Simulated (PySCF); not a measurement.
**Relaxation of singlet HAlO**

Method: PBE0 in PySCF with Al def2-TZVP, O def2-TZVP, H def2-TZVP; no relativity; density-fitted integrals. A (50,194) grid was used.

A hand-made linear start, of C∞v symmetry, held to at least that symmetry:

Coordinates in bohr (charge 0 multiplicity 1):
```
Al    0.0000    0.0000    1.0998
O     0.0000    0.0000   -2.1127
H     0.0000    0.0000    4.0856
```

Optimiser trace:
```csv
step,E − E(last) (kJ/mol),largest gradient (Eh/bohr)
0,20.53,0.07055
1,1.08,0.02215
2,0.10,0.00575
3,0.00,0.00042
4,0.00,0.00016
```

It ends at C∞v with Al–H 1.569 Å, Al–O 1.594 Å; H–Al–O 180.0°. A frequency run shows a minimum.

Final geometry:
Coordinates in bohr (charge 0 multiplicity 1):
```
Al    0.0000    0.0000    1.0275
O     0.0000    0.0000   -1.9843
H     0.0000    0.0000    3.9916
```

The relaxation took about 8 core-seconds on a shared host.
